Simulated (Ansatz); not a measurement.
Strength of the C–H bond: C4H6 → C4H5 + H

Species: C4H6 (2-butyne) `CC#CC`, singlet; C4H5 (but-2-yn-1-yl radical) `[CH2]C#CC`, doublet; H atom, doublet. 

Shapes, held fixed at every level: PBE0-D4/def2-TZVP. Programs: Ansatz 0.2.0. Electronic energies: no zero-point or thermal term.

| level | kind | ΔE (kJ/mol) | CPU time (sum over the molecules) |
| --- | --- | --- | --- |
| HF/def2-SVP | Hartree–Fock | +303.5 | – |
| HF/def2-TZVPP | Hartree–Fock | +302.5 | – |
| r2SCAN-D4/def2-TZVPP | meta-GGA | +378.2 | 30 s |
| B3LYP-D4/def2-TZVPP | global hybrid | +393.7 | 29 s |
| r2SCAN0-D4/def2-TZVPP | global hybrid | +382.7 | 37 s |
| wB97M-V/def2-TZVPP | range-separated hybrid | +408.5 | 39 s |
| wB97X-V/def2-TZVPP | range-separated hybrid | +406.6 | 41 s |
| B2PLYP/def2-TZVPP | double hybrid | +402.0 | 20 s |

B2PLYP/def2-TZVPP gives ΔE = +402.0 kJ/mol; the levels span +302.5 to +408.5. The median of the levels is +388.2. Hartree–Fock misses the correlation of the pair that is broken and comes out low. No measured value is set beside it here. Spin contamination: C4H5 (⟨S²⟩ up to 0.94). Open shells run unrestricted unless RO is named. Times are processor times on shared x86 and Arm servers, and rough.
